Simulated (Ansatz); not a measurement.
How far each method lies from full CI for HBC, triplet

Geometry: a PBE0/def2-TZVP stationary point for this spin, not checked as a minimum.

```xyz
3

B     0.0000    0.0000    0.0901
C     0.0000    0.0000   -1.3588
H     0.0000    0.0000    1.2688
```

Basis 6-31G; Ansatz 0.2.0. Only valence electrons are correlated (noble-gas cores frozen), which leaves 8 electrons in 18 orbitals. Prefix R: restricted or restricted open-shell reference; prefix U: unrestricted. Active spaces: pair = (4e, 4o) about the gap; valence = (8e, 9o) chosen from the atoms' valence shells.

Full CI is exact within this basis and frozen core; it isn't the basis-set limit. The frozen core follows each run's orbitals, which can shift R against U totals by a few meV.

Unrestricted rows (U) aren't spin-pure: their determinants' ⟨S²⟩ exceeds S(S+1) by up to 0.41, so they mix in states of higher spin. HF rows: RHF is the lowest solution found, UHF is the lowest solution found. Coupled cluster chose its determinant by a search with trial CCSD, here up to 0.36 eV above the lowest Hartree–Fock solution of its kind, and MP2 stands on that determinant too.

The UHF ⟨S²⟩ is 2.409, the T1 diagnostic (RCCSD) is 0.0394 and the largest doubles amplitude (RCCSD) is 0.153. The T1 diagnostic (UCCSD) is 0.0737.

```
   level  E − E(determinant under the R cluster runs) (eV)
     UHF                                           -0.5014
    RMP2                                           -2.9525
    UMP2                                           -2.6899
   RCCSD                                           -3.6698
   UCCSD                                           -3.6807
RCCSD(T)                                           -3.7885
UCCSD(T)                                           -3.7806
```

Question: Estimate how far full CI in 6-31G lies from RCCSD(T). The table doesn't fix it; the size of (T) and the diagnostics are the guide.

Answer: Full CI in 6-31G lies 40 meV below RCCSD(T), which is 34 % of the (T) step (-119 meV). T1 is raised, a doubles amplitude is large, and the rest is a large part of (T).

The other levels:

```csv
level,E − E(full CI) (meV),share of correlation (%),wall time
RHF†,3474,–,–
BCCD(T),44,98.84,0.78 s
RCCSDT,12,99.69,–
UCCSDT,10,99.74,–
RCCSDT(Q),2,99.95,2.9 s
UCCSDT(Q),0,99.99,2.8 s
RCCSDTQ,1,99.97,21 s
UCCSDTQ,1,99.98,22 s
CASSCF (pair space),2819,26.36,–
NEVPT2 (pair space),705,81.58,0.45 s
MRCISD (pair space),233,93.92,–
MRCISD+Q (pair space),55,98.56,1.1 s
CASSCF (valence space),964,74.82,–
NEVPT2 (valence space),279,92.70,2.1 s
MRCISD (valence space),28,99.27,–
MRCISD+Q (valence space),9,99.75,3.1 s
```

A dagger marks rows that describe another state than the reference (another or a broken symmetry, a higher spin or other natural occupations), so the difference holds a gap between states beside the method's error.

The correlation energy at full CI, counted from the determinant under the R cluster runs, is -3.829 eV. That run took 24 s on 1 thread of Arm Neoverse V2, shared host over 2,340,800 determinants.

Run but not shown, since their state, orbitals or frozen core can't be matched to the reference's or they repeat it: CISD, CISDTQ.

Times hold each run's SCF and search for its determinant on a shared host, so for small cases they say little of a method's own cost; they ran on 1 thread of Arm Neoverse V2. Some runs computed forces too.

The full-CI state has the irrep B1 of C2v, in the program's axes (one component, if the state is degenerate).

Natural occupations of full CI about the gap: 1.968 1.963 1.869 0.999 0.975 0.121 0.032 0.030 0.014 0.007; effectively unpaired electrons, Σ n²(2−n)², 2.13.
